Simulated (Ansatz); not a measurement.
# CHBS (triplet): from Hartree-Fock to the top rungs, cc-pVDZ

One table from this session's results is given with a row withheld; the runs are named, their logs left out.

Program: Ansatz 0.2.0, Gaussian basis. Level of theory: cc-pVDZ, core rule «outside noble gas», up to 7 orbitals frozen. These are calculated values, not measurements.

To be run: UHF; CCSD(T) on ROHF; CCSD(T) on UHF; BCCD(T) on ROHF; CISD as a restricted active space (open shells left free, so some higher excitations enter); CCSDT(Q) on ROHF; CCSDT(Q) on UHF; CASSCF and NEVPT2, 10 electrons in 10 orbitals.

26 further runs of the same task are left out: 11 that didn't finish, 15 set aside as unsound or not needed. Runs told in other sessions of the task aren't counted.

## The geometry

The geometry is a PBE0/def2-TZVP stationary point (not a proven minimum).

4 atoms, charge 0, spin multiplicity 3.

Atoms are counted from 1 here; the program's logs count them from 0.

Bond lengths: B1–C2 1.415 Å, B1–S3 1.834 Å, C2–S3 1.766 Å, C2–H4 1.076 Å. Angles: C2–B1–S3 64.4°, B1–C2–S3 69.4°, B1–C2–H4 162.5°, S3–C2–H4 128.1°, B1–S3–C2 46.2°.

The first run:

Contents of in.yaml:

```yaml
crystal:
  periodic: [false, false, false]
  atoms:
    - {symbol: B, position_ang: [0.000000, -0.940798, 0.805566]}
    - {symbol: C, position_ang: [0.000000, 0.456437, 1.026812]}
    - {symbol: S, position_ang: [0.000000, 0.101630, -0.703595]}
    - {symbol: H, position_ang: [0.000000, 1.418810, 1.507124]}
basis:
  gaussian: {orbitals: cc-pVDZ}
magnetization: {spin_polarized: true, initial_magnetization: 2}
hamiltonian: {xc: hf}
output: {orbitals: {seedname: orbitals}}
```

The run is started by

```bash
> ansatz run in.yaml --threads 1 --pin off --events-out ev --progress --plain --max-ram 2393MiB
```

Steps of the session up to this table: UHF; CCSD(T) on ROHF; CCSD(T) on UHF; BCCD(T) on ROHF; CISD as a restricted active space (open shells left free, so some higher excitations enter); CCSDT(Q) on ROHF; CCSDT(Q) on UHF; CASSCF and NEVPT2, 10 electrons in 10 orbitals.

One of the session's tables, all rows but one given; the rest of the session is left out.

| method | from UCCSDT(Q) (meV) |
| --- | --- |
| ROHF | +9674.8 |
| UHF | +9477.0 |
| RMP2 | +1098.5 |
| UMP2 | +1197.3 |
| CISD | +1396.2 |
| RCCSD | +476.2 |
| UCCSD | +465.6 |
| RCCSD(T) | +61.2 |
| UCCSD(T) | +63.7 |
| BCCD(T) | +59.8 |
| RCCSDT | +36.4 |
| UCCSDT | ? |
| RCCSDT(Q) | +2.6 |
| UCCSDT(Q) | 0 |

Estimate the missing values for UCCSDT.

The run gave: from UCCSDT(Q) (meV): +34.7. In the column «from UCCSDT(Q) (meV)» it lies between RCCSDT(Q) (+2.6) and RCCSDT (+36.4).

Left out of the table: CASSCF frontier, NEVPT2 frontier (the active space lost an orbital or holds another state than full CI finds).

Caveats from the session: Restricted and unrestricted rows rest on different reference determinants; a gap between their highest levels can come from leftover correlation error, from unlike frozen cores or from another state. Warnings in the runs' records: passed over end.
